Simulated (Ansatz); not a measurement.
**C₂H₇B: energies and forces away from the minimum**

The task here is to estimate one member of a computed series from the others.

Computed with Ansatz 0.2.0, Gaussian basis. Level: single points with forces in def2-TZVPP.

Levels: PBE-D4, r2SCAN-D4, PBE0-D4, wB97M-V, Hartree-Fock, MP2, CCSD, CCSD(T). Each coordinate is moved by a Gaussian draw of the width named (0.7 of it for atoms other than hydrogen): 0.12, 0.02, 0.04, 0.04 Å.

Cores are frozen in the correlated methods.

11 further runs of the same task are left out: 11 set aside as unsound or not needed.

## The system as given

The minimum, relaxed at PBE0-D4: SMILES `BCC`, 10 atoms, charge 0, spin multiplicity 1.

Atoms are counted from 1 here; the program's logs count them from 0.

Bond lengths: B1–C2 1.551 Å, B1–H4 1.200 Å, B1–H5 1.199 Å, C2–C3 1.522 Å, C2–H6 1.102 Å, C2–H7 1.102 Å, C3–H8 1.093 Å, C3–H9 1.093 Å, C3–H10 1.093 Å. Angles: C2–B1–H4 122.2°, C2–B1–H5 119.5°, H4–B1–H5 118.3°, B1–C2–C3 118.3°, B1–C2–H6 106.6°, B1–C2–H7 106.4°, C3–C2–H6 111.1°, C3–C2–H7 111.1°, H6–C2–H7 102.1°, C2–C3–H8 112.2°, C2–C3–H9 111.1°, C2–C3–H10 111.1°, H8–C3–H9 107.6°, H8–C3–H10 107.6°, H9–C3–H10 107.0°.

Coordinates:

```
B    -0.9232    0.8548   -0.7295
C     0.4217    0.2937   -0.1990
C     0.3847   -0.9136    0.7276
H    -1.9796    0.3666   -0.4363
H    -0.9196    1.8071   -1.4583
H     0.9507    1.1381    0.2714
H     1.0468    0.0941   -1.0845
H     1.3843   -1.2267    1.0393
H    -0.1903   -0.6976    1.6314
H    -0.0923   -1.7678    0.2409
```

Energies of the minimum (eV), from earlier single points: PBE-D4 -2860.46012, r2SCAN-D4 -2862.96744, PBE0-D4 -2861.21280, B3LYP-D4 -2865.61256, wB97M-V -2862.95101, CCSD(T) -2858.12231.

The first run:

ccsdt-tzvpp/in.yaml

```yaml
crystal:
  periodic: [false, false, false]
  atoms:
    - {symbol: B, position_ang: [-0.827967, 0.818491, -0.590566]}
    - {symbol: C, position_ang: [0.383892, 0.342956, -0.166093]}
    - {symbol: C, position_ang: [0.412931, -0.941309, 0.759232]}
    - {symbol: H, position_ang: [-2.113112, 0.377405, -0.497204]}
    - {symbol: H, position_ang: [-1.124315, 1.913266, -1.363530]}
    - {symbol: H, position_ang: [1.110924, 1.226345, 0.209667]}
    - {symbol: H, position_ang: [1.138158, 0.154011, -1.083207]}
    - {symbol: H, position_ang: [1.423274, -1.083498, 1.135848]}
    - {symbol: H, position_ang: [-0.350661, -0.768811, 1.718832]}
    - {symbol: H, position_ang: [-0.093737, -1.795179, 0.226336]}
basis:
  gaussian: {orbitals: def2-TZVPP}
correlation: {method: ccsd_t}
output: {forces: true}
```

No record of the launch command was kept for these runs.

Steps of the session up to this table: Structure 1, width 0.12 Å; Structure 2, width 0.02 Å; Structure 3, width 0.04 Å; Structure 4, width 0.04 Å.

One of the session's tables, all rows but one given; the rest of the session is left out.

| method | RMS force component (eV/Å) | angle to CCSD(T) forces (°) | dipole (D) |
| --- | --- | --- | --- |
| PBE-D4 | 1.389 | 7.0 | 0.80 |
| r2SCAN-D4 | 1.436 | 4.0 | 0.77 |
| PBE0-D4 | 1.448 | 4.4 | 0.73 |
| wB97M-V | ? | ? | ? |
| CCSD(T) | 1.472 | reference | 0.65 |

**Question.** Estimate the row for wB97M-V.

As computed: RMS force component (eV/Å): 1.461; angle to CCSD(T) forces (°): 2.7; dipole (D): 0.72. In the column «RMS force component (eV/Å)» it lies between PBE0-D4 (1.448) and CCSD(T) (1.472).
